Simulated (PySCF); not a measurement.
HN2, SMILES N#[NH+], charge +1. Atoms are numbered in the order given.

```xyz
3

N      0.0000     0.0000     0.6484
N      0.0000     0.0000    -0.4376
H      0.0000     0.0000    -1.4754
```
Charge +1, spin multiplicity 1.

Geometry: B3LYP-D3(BJ)/def2-TZVPD. The isomer is the one that the SMILES or the coordinates give; other isomers of the formula were not compared.

The numbers are results of TDDFT-PBE/def2-TZVPD (PySCF 2.14.0), not measurements.

Vertical excitations; the highest root listed may be one member of a degenerate set. Isolated molecule, no solvent. State labels are in the subgroup C2v.

Computed excitation energies, oscillator strengths and character:
```csv
state,symmetry,energy (eV),λ (nm),f,main pairs
S1,A2,9.90,125,0.000,"HOMO−2→LUMO+1 50 %, HOMO−1→LUMO 50 %"
S2,B2,10.05,123,0.031,HOMO→LUMO+1 (degenerate set)
S3,B1,10.05,123,0.031,HOMO→LUMO (degenerate set)
S4,A2,10.31,120,0.000,"HOMO−1→LUMO, HOMO−2→LUMO+1 (degenerate set)"
S5,A1,10.31,120,0.000,"HOMO−2→LUMO, HOMO−1→LUMO+1 (degenerate set)"
S6,A1,12.50,99,0.018,HOMO→LUMO+2 95 %
S7,B1,13.83,90,0.000,HOMO−2→LUMO+2 (degenerate set)
S8,B2,13.83,90,0.000,HOMO−1→LUMO+2 (degenerate set)
S9,A1,15.24,81,0.265,HOMO→LUMO+3 75 %
S10,A1,15.73,79,0.592,"HOMO−1→LUMO+1 30 %, HOMO−2→LUMO 30 %, HOMO→LUMO+3 24 %, HOMO→LUMO+6 7 %"
T1,B2,7.67,162,0,HOMO→LUMO+1 (degenerate set)
T2,B1,7.67,162,0,HOMO→LUMO (degenerate set)
T3,A1,7.89,157,0,"HOMO−1→LUMO+1 50 %, HOMO−2→LUMO 50 %"
T4,A2,8.58,145,0,"HOMO−2→LUMO+1 50 %, HOMO−1→LUMO 50 %"
```
Triplets are in the Tamm–Dancoff approximation, which puts them higher than full response would, so one can lie above its singlet here.
